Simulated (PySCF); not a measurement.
**Torsional scan of `C[C@@H]1C[C@@H]1CF`, C5H9F**

Every point has one dihedral held and the rest relaxed. First point, dihedral C2–C4–C5–F6 = 0°. Cartesian coordinates in Å; atom numbers follow the order of the lines, from 1:
```xyz
15

C     1.6207   -0.7255   -0.1344
C     0.8026    0.5400   -0.1508
C     0.0979    1.0131    1.0832
C    -0.7042    0.5731   -0.1118
C    -1.6213   -0.6301   -0.0409
F    -0.9697   -1.8381   -0.0116
H     1.2638   -1.4199    0.6194
H     1.5831   -1.2218   -1.1020
H     2.6588   -0.4814    0.0858
H     1.2435    1.3116   -0.7737
H     0.1063    0.3518    1.9368
H     0.1160    2.0607    1.3432
H    -1.1640    1.3663   -0.6907
H    -2.2424   -0.5982    0.8634
H    -2.2693   -0.6617   -0.9243
```

Theory: GIAO B3LYP/pcSseg-1 magnetisability, rotational g tensor and spin-rotation constants, non-relativistic, gas phase in PySCF. Geometry: GFN2-xTB, dihedral held.

Question: How does the isotropic susceptibility follow that dihedral, the rest relaxed?

Answer: 
| dihedral (°) | χ, cgs (10⁻⁶ cm³/mol) | magnetisability anisotropy (10⁻³⁰ J/T²) |
| --- | --- | --- |
| 0 | -63.6 | 256 |
| 45 | -65.3 | 234 |
| 90 | -66.1 | 207 |
| 135 | -65.1 | 170 |
| 180 | -64.2 | 193 |
| 225 | -65.0 | 153 |
| 270 | -65.5 | 137 |
| 315 | -64.1 | 212 |
